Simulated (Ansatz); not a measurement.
# H₂OSSi (SMILES O1[SiH2]S1): single points off equilibrium

One table from this session's results is given with a row withheld; the runs are named, their logs left out.

Program: Ansatz 0.2.0, Gaussian basis. Level of theory: single points in def2-TZVPP. These are calculated values, not measurements.

Cores are frozen in the correlated methods.

### The system as given

SMILES `O1[SiH2]S1`, 5 atoms, charge 0, spin multiplicity 1.

Atoms are counted from 1 here; the program's logs count them from 0.

Bond lengths: O1–Si2 1.635 Å, O1–S3 1.740 Å, Si2–S3 2.106 Å, Si2–H4 1.439 Å, Si2–H5 1.386 Å. Angles: Si2–O1–S3 77.1°, O1–Si2–S3 53.7°, O1–Si2–H4 115.0°, O1–Si2–H5 115.5°, S3–Si2–H4 114.5°, S3–Si2–H5 115.3°, H4–Si2–H5 123.3°, O1–S3–Si2 49.2°.

Coordinates:

```tsv
atom	x (Å)	y (Å)	z (Å)
O1	-0.00180	-0.30340	1.29720
Si2	-0.22670	0.22230	-0.23450
S3	1.24300	-1.13880	0.41400
H4	-1.33470	-0.37990	-0.92740
H5	0.22780	1.50520	-0.49770
```

The first run:

Contents of run/in.yaml:

```yaml
crystal:
  periodic: [false, false, false]
  atoms:
    - {symbol: O, position_ang: [-0.001800, -0.303400, 1.297200]}
    - {symbol: Si, position_ang: [-0.226700, 0.222300, -0.234500]}
    - {symbol: S, position_ang: [1.243000, -1.138800, 0.414000]}
    - {symbol: H, position_ang: [-1.334700, -0.379900, -0.927400]}
    - {symbol: H, position_ang: [0.227800, 1.505200, -0.497700]}
basis:
  gaussian: {orbitals: def2-TZVPP}
correlation: {method: ccsd_t}
output: {forces: true}
```

The command line of these runs was not kept.

Steps of the session up to this table: CCSD(T)/def2-TZVPP; PBE0-D4/def2-TZVPP; wB97M-V/def2-TZVPP; r2SCAN-D4/def2-TZVPP; PBE-D4/def2-TZVPP; BLYP-D4/def2-TZVPP; HSE06-D4/def2-TZVPP.

One table of the session follows, with a row left open; its other results are not shown here.

```
   method  RMS force component (eV/Å)  angle to CCSD(T) forces (°)  dipole (D)
  CCSD(T)                       0.943                    reference        2.99
  PBE0-D4                           ?                            ?           ?
  wB97M-V                       0.857                         10.9        3.05
r2SCAN-D4                       0.942                          6.7        2.91
   PBE-D4                       1.014                         10.3        2.75
  BLYP-D4                       1.038                         16.2        2.80
 HSE06-D4                       0.915                         14.7        2.98
```

**Question.** Estimate the row for PBE0-D4.

As computed: RMS force component (eV/Å): 0.917; angle to CCSD(T) forces (°): 15.1; dipole (D): 2.98. In the column «RMS force component (eV/Å)» it lies between HSE06-D4 (0.915) and r2SCAN-D4 (0.942).
